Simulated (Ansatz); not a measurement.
Species: F4Si, SMILES `F[Si](F)(F)F` (charge 0, multiplicity 1).

Task: Give a relaxed geometry from B3LYP-D3(BJ)/def2-TZVP (Ansatz, a first-principles code).

Result: the end point of this relaxation (outside a Z-matrix the atoms follow the SMILES, hydrogens last).
Bonds (Å): F1–Si2 1.567, Si2–F3 1.567, Si2–F4 1.567, Si2–F5 1.567. Bond angles (°): F1–Si2–F3 109.5, F1–Si2–F4 109.5, F1–Si2–F5 109.5, F3–Si2–F4 109.5, F3–Si2–F5 109.5, F4–Si2–F5 109.5.
